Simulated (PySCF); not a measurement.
# H6OSi2: the cost of one run

Programs: PySCF 2.14.0, with density-fitted response routines of our own. Each step states its level of theory. These are calculated values for one molecule in the gas phase, unless marked as measured. Atoms are numbered from 0 throughout.

### 1 The starting structure

9 atoms, charge 0, multiplicity 1; geometry from: GFN2-xTB. The atoms were then displaced at random by about 0.03 Å, so the start is not that level's minimum.

Bonds of the start (Å): Si0–O1 1.71, O1–Si2 1.66, Si0–H3 1.44, Si0–H4 1.49, Si0–H5 1.40, Si2–H6 1.45, Si2–H7 1.41, Si2–H8 1.50.

### 2 Relaxing the molecule at PBE0-D3(BJ)/def2-SVP

The job: settings as JSON, then the geometry in Å.

```
{"job": {"xc": "PBE0", "basis": "def2-SVP", "d3": "d3bj", "grid": 1, "shake": 0.03, "kind": "geom"}, "charge": 0, "multiplicity": 1}
Si     1.655820    -0.348880     0.114100
O     -0.009590    -0.009120    -0.034340
Si    -1.646560     0.268110    -0.050440
H      2.039450    -1.188790    -0.987830
H      2.246570     1.004150    -0.068540
H      1.807950    -0.849080     1.412420
H     -2.132660    -0.566600     1.029850
H     -2.019430    -0.082370    -1.368570
H     -1.781680     1.715120     0.304570
```

The run is started by

```console
$ OMP_NUM_THREADS=1 python probes_run.py task.json out
```

One launch serves the whole session: the jobs run in the order shown.

**Question.** How long does this first job take on 1 thread of Arm Neoverse V1, shared host, and how much memory does it need?

About 33 s, with a peak of 0.32 GiB.
